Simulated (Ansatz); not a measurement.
We consider tetradymite Bi₂Te₃, described by PBEsol-D3(BJ) (plane waves, PAW; Ansatz, a first-principles code).

Settings: plane-wave cutoff 520 eV, 10×10×10 k mesh, Fermi–Dirac smearing 0.01 eV, scalar-relativistic PAW data made under PBE.

Computed at the level's own relaxed cell.

**Question.** What does this level give for the equilibrium volume per atom, c axis length, band gap, equilibrium lattice constant a and bulk modulus?

**Answer.** 
- equilibrium volume per atom: 31.84 Å³/atom
- c axis length: 29.620 Å
- band gap: 0.18 eV
- equilibrium lattice constant a: 4.315 Å
- bulk modulus: 47.7 GPa

Measured, for comparison: lattice parameter c 30.497 Å, lattice constant a 4.386 Å (temperature not stated, no zero-point or thermal correction; as tabulated in Luo et al. (2012), arXiv:1308.1523); bulk modulus 37 GPa (temperature not stated, no zero-point or thermal correction, our sources range from 32.5 to 39.5; as tabulated in Toher et al. (2017), arXiv:1611.05714). Computed (rounded) less measured: lattice parameter c -2.9 %, lattice constant a -1.6 %, bulk modulus not scored (sources differ). A static lattice is as a rule a little smaller and stiffer than an uncorrected measurement, which narrows the difference in the lattice constant a and would widen misses of the other sign.

Note: the bulk modulus comes from volumes at which shape and atoms were relaxed.

Spin–orbit coupling is not included; it can close the smallest gap of 0.18 eV.

Static lattice: no zero-point or thermal effects.

The result took roughly 16 core-minutes.
